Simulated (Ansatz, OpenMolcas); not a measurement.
## Computed against measured: atomisation enthalpy at 298 K

7 molecules with oxygen; the atomisation enthalpy at 298 K in kJ/mol, computed less measured. Shapes, held fixed at every level: PBE0-D4/def2-TZVP. Flexible molecules stand in one conformer, not always the lowest. Thermal terms are harmonic and unscaled (PBE0-D4/def2-TZVP); the spin-orbit lowering of the free atoms is taken from their spectra. Programs: Ansatz 0.2.0, OpenMolcas 26.06. Measured values: Active Thermochemical Tables, NIST-JANAF tables.

Levels: A = M06-L/def2-TZVPP; B = B3LYP-D4/def2-TZVPP; C = CCSD(T)/CBS estimate.

```csv
molecule,from tabulated heats,A,B,C
NOF (nitrosyl fluoride),867,+25,+29,+14
SO2 (sulfur dioxide),1072,-13,-36,-7
B(OH)O (oxoborinic acid),1847,-29,-17,-19
CHFO (formyl fluoride),1646,-3,-6,-5
H2O2 (hydrogen peroxide),1070,-49,-11,+1
CH3O (hydroxymethyl radical),1636,-23,+7,-1
H3NO (hydroxylamine),1419,-48,+6,+2
```

Task: Which level does best on this set, which worst, and which err to one side?

Result: 
| level | kind | mean error | mean absolute error | worst case |
| --- | --- | --- | --- | --- |
| M06-L/def2-TZVPP | meta-GGA | -20.0 | 27.1 | H2O2 |
| B3LYP-D4/def2-TZVPP | global hybrid | -4.0 | 16.0 | SO2 |
| CCSD(T)/CBS estimate | coupled cluster or CI | -2.1 | 7.0 | B(OH)O |

On this set CCSD(T)/CBS estimate has the smallest mean absolute error and M06-L/def2-TZVPP the largest. M06-L/def2-TZVPP is too low in 6 of 7. Heats of the atoms come from ATcT where it has them, that of boron, 570 kJ/mol, from recent work. The levels differ in basis as well as in method. The tabulated values of NOF, B(OH)O are in doubt (older tables, estimates, or at odds with other calculations) and kept here. Over the 5 molecules whose values aren't doubted the mean absolute errors are A 27.2; B 13.2; C 3.2. Open shells run unrestricted. The CBS estimate extrapolates MP2 from def2-TZVPP and def2-QZVPP and adds CCSD(T) − MP2 in the triple-zeta set, cores frozen. The set is small.
